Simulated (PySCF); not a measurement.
**NMR data sheet: 1,4-dioxane**

* Formula: C4H8O2
* SMILES: C1COCCO1
* InChI: InChI=1S/C4H8O2/c1-2-6-4-3-5-1/h1-4H2
* Point group of the computed structure: C2h
* Degrees of unsaturation: 1
* Carbon signals: 1
* Proton signals: 1

Molfile (atoms numbered from 1):
```
C4H8O2
     RDKit          3D

 14 14  0  0  0  0  0  0  0  0999 V2000
    0.0698    1.3854    0.0800 C   0  0  0  0  0  0  0  0  0  0  0  0
    1.2805    0.4674    0.2668 C   0  0  0  0  0  0  0  0  0  0  0  0
    0.8791   -0.7894    0.7701 O   0  0  0  0  0  0  0  0  0  0  0  0
   -0.0700   -1.3858   -0.0887 C   0  0  0  0  0  0  0  0  0  0  0  0
   -1.2810   -0.4676   -0.2732 C   0  0  0  0  0  0  0  0  0  0  0  0
   -0.8796    0.7886   -0.7782 O   0  0  0  0  0  0  0  0  0  0  0  0
   -0.3892    1.5868    1.0600 H   0  0  0  0  0  0  0  0  0  0  0  0
    0.3625    2.3256   -0.3890 H   0  0  0  0  0  0  0  0  0  0  0  0
    1.7906    0.3358   -0.6997 H   0  0  0  0  0  0  0  0  0  0  0  0
    1.9772    0.8839    0.9954 H   0  0  0  0  0  0  0  0  0  0  0  0
   -0.3614   -2.3271    0.3789 H   0  0  0  0  0  0  0  0  0  0  0  0
    0.3883   -1.5850   -1.0695 H   0  0  0  0  0  0  0  0  0  0  0  0
   -1.9795   -0.8844   -0.9999 H   0  0  0  0  0  0  0  0  0  0  0  0
   -1.7878   -0.3347    0.6949 H   0  0  0  0  0  0  0  0  0  0  0  0
  1  2  1  0
  2  3  1  0
  3  4  1  0
  4  5  1  0
  5  6  1  0
  6  1  1  0
  1  7  1  0
  1  8  1  0
  2  9  1  0
  2 10  1  0
  4 11  1  0
  4 12  1  0
  5 13  1  0
  5 14  1  0
M  END
```

PySCF 2.14 calculation with σ from GIAO-PBE0/pcSseg-1 and structure optimised with GFN2-xTB; single conformer, one averaged value for each set of equivalent atoms, relativity neglected, no solvent model.

Chemical shifts δ = σref − σ; 1H and 13C against TMS; H2O for 17O, all at this level.

| carbon | δC, type | δH (multiplicity) | HMBC from (2–3 bonds) | span of the C tensor (ppm) |
| --- | --- | --- | --- | --- |
| C1/C2/C4/C5 | 71.2, CH2 | 3.71 (s) | H7/H8/H9/H10/H11/H12/H13/H14 | 52 |

Other nuclei:
| atoms | nucleus | environment | δ (ppm) | σ (ppm) |
| --- | --- | --- | --- | --- |
| O3/O6 | 17O | ether oxygen | 40.6 | 295.5 |

1. Carbon types of the structure: 4 × CH2, which accounts for all hydrogens.
2. δC 71.2: sp3 CH2 bonded to O; deshielded by the electronegative neighbour.
3. δH 3.71: hydrogen on an sp3 CH2 bonded to O; its carbon carries O, which withdraws density.

Shifts are as computed. Against solution values, carbons near 30 ppm lie about +3 ppm off and those near 130 ppm about +5 ppm. Of 1211 compounds with measured shifts, 218 miss one by over three times the rms of a fit or turn the order of signals round; such compounds aren't used in these exercises. Experimental scales use liquid or dissolved standards, which lie at an offset from isolated H2O (liquid H2O: subtract about 36 ppm).
